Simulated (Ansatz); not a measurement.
A run for Ansatz (an electronic-structure program): U-PBE/def2-TZVPP on nitrogen dioxide (SMILES [O]N=O), 2S+1 = 2, atoms moved off the minimum.

Ansatz 0.2 input:
```yaml
crystal:
  periodic: [false, false, false]
  atoms:
    - {symbol: O, position_ang: [1.18634740, 0.02219688, -0.05111158]}
    - {symbol: N, position_ang: [-0.00714190, 0.37361287, 0.06072104]}
    - {symbol: O, position_ang: [-0.98781369, -0.07263619, -0.02544909]}
basis:
  gaussian:
    orbitals: def2-TZVPP
hamiltonian:
  xc: {name: PBE}
magnetization: {spin_polarized: true, initial_magnetization: 1}
output: {forces: true}
```

The log:

```
WARN ansatz: RAYON_NUM_THREADS=1 ignored (pool sized by the plan → 1); use --threads N
Functional definition: PBE
integrals: 0.01 GiB planned
457 factors; their error is unknown
mean field: 0.22 GiB planned
mean field evaluation 1: about -5574.4221 eV, gradient 3.0e1 eV
mean field evaluation 2: about -5562.3543 eV, gradient 6.5e1 eV
mean field evaluation 4: about -5576.8063 eV, gradient 1.0e1 eV
mean field evaluation 8: about -5577.1271 eV, gradient 1.7e-1 eV
mean field evaluation 16: about -5577.1272 eV, gradient 1.5e-5 eV
mean field -5577.12718612 eV, -204.9556437772 hartree, gradient 1.5e-5 eV, S^2 0.751671; 0 other end points of the search recorded, 0 dependent functions left out
the calculation of the forces begins
reference -5577.12720512 eV, -204.9556444755 hartree; 12, 11 occupied and 81, 82 virtual orbitals, 457 factors
Total energy: -5577.12720512 eV, -204.9556444755 hartree
Atom 0 at     1.186347     0.022197    -0.051112 Å, force    -1.276250    -0.057738     0.014563 eV/Å
Atom 1 at    -0.007142     0.373613     0.060721 Å, force    12.628713     5.751212     1.110777 eV/Å
Atom 2 at    -0.987814    -0.072636    -0.025449 Å, force   -11.352464    -5.693475    -1.125340 eV/Å
Dipole moment:    -0.180151     0.030091     0.011320 e Å
```

Self-consistency was reached.

Cost: roughly 0.7 core-seconds.
